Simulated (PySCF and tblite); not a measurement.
Results of a calculation; reference values are marked as such.
C5H10O, numbered as in [CH2:1]=[CH:2][CH2:3][O:4][CH2:5][CH3:6]. Search: ETKDG, MMFF94s, GFN2-xTB, 150 starts; geometries at GFN2-xTB. Free energies are r2SCAN-D3(BJ)/def2-TZVP (IEF-PCM, chloroform) single points with GFN2-xTB rigid-rotor and vibrational terms (modes under about 100 cm⁻¹ blended into free rotors). Symmetry numbers and mirror images are counted. Conformers within 3 kcal/mol (GFN2-xTB free energy) were kept, 10 at most. GIAO shieldings: KT3/pcSseg-1 (IEF-PCM, chloroform). Shifts are against TMS (¹H), TMS (¹³C) at the same level. Run with PySCF (density fitting) and tblite.

Torsions listed: C1–C2–C3–O4, C2–C3–O4–C5, C3–O4–C5–C6. Of a mirror pair one member is shown.

| conformer | shape | point group | mirror pair | ΔE(DFT) | Δ(G−E) at 180 K | δ C1 (ppm) |
| --- | --- | --- | --- | --- | --- | --- |
| 1 | -133°, 68°, 180° | C1 | yes | 0.00 | 0.00 | 113.3 |
| 2 | -140°, -178°, -179° | C1 | yes | 0.36 | -0.31 | 109.7 |
| 3 | -17°, -76°, 176° | C1 | yes | 0.39 | 0.08 | 108.2 |
| 4 | 0°, -170°, -71° | C1 | yes | 0.75 | -0.02 | 106.3 |
| 5 | 135°, -65°, -74° | C1 | yes | 1.19 | 0.18 | 113.9 |
| 6 | -128°, -75°, -171° | C1 | yes | 1.38 | -0.21 | 111.1 |
| 7 | -14°, -76°, -81° | C1 | yes | 1.50 | 0.22 | 108.7 |
| 8 | -141°, -169°, -71° | C1 | yes | 1.57 | -0.10 | 109.6 |
| 9 | 141°, -172°, -71° | C1 | yes | 1.76 | -0.09 | 109.5 |
| 10 | -141°, 79°, -77° | C1 | yes | 2.33 | 0.29 | 108.1 |

Energies in kcal/mol; the thermal term leaves out symmetry numbers and mirror images.

(1) Work out the weights at 180 K and the ¹³C shift of C1 under fast exchange.

The minima are those of GFN2-xTB; planar forms about aryl–S or allylic bonds may be saddles in DFT. For its torsions the set is small; conformers may be missing.

Results:

(1) RT = 0.358 kcal/mol. Each conformer gets RT ln(σ/g), with σ the rotational symmetry number and g = 2 for a mirror pair: 1: σ = 1, g = 2, G = 0.00 + 0.00 − 0.25 = -0.25, 0.00 above the lowest, exp(−ΔG/RT) = 1.000; 2: σ = 1, g = 2, G = 0.36 − 0.31 − 0.25 = -0.20, 0.05 above the lowest, exp(−ΔG/RT) = 0.873; 3: σ = 1, g = 2, G = 0.39 + 0.08 − 0.25 = 0.22, 0.47 above the lowest, exp(−ΔG/RT) = 0.268; 4: σ = 1, g = 2, G = 0.75 − 0.02 − 0.25 = 0.48, 0.73 above the lowest, exp(−ΔG/RT) = 0.129; 5: σ = 1, g = 2, G = 1.19 + 0.18 − 0.25 = 1.12, 1.37 above the lowest, exp(−ΔG/RT) = 0.022; 6: σ = 1, g = 2, G = 1.38 − 0.21 − 0.25 = 0.92, 1.17 above the lowest, exp(−ΔG/RT) = 0.038; 7: σ = 1, g = 2, G = 1.50 + 0.22 − 0.25 = 1.47, 1.72 above the lowest, exp(−ΔG/RT) = 0.008; 8: σ = 1, g = 2, G = 1.57 − 0.10 − 0.25 = 1.23, 1.47 above the lowest, exp(−ΔG/RT) = 0.016; 9: σ = 1, g = 2, G = 1.76 − 0.09 − 0.25 = 1.42, 1.67 above the lowest, exp(−ΔG/RT) = 0.009; 10: σ = 1, g = 2, G = 2.33 + 0.29 − 0.25 = 2.37, 2.61 above the lowest, exp(−ΔG/RT) = 0.001. The sum is 2.364, so the weights are 42.3, 36.9, 11.3, 5.4, 0.9, 1.6, 0.3, 0.7, 0.4, 0.0 %. The averaged shift is 110.9 ppm. At 298.15 K it is 110.4 ppm. At 298.15 K the leading conformer alone gives 109.7 ppm and bare DFT energies give 110.6 ppm.
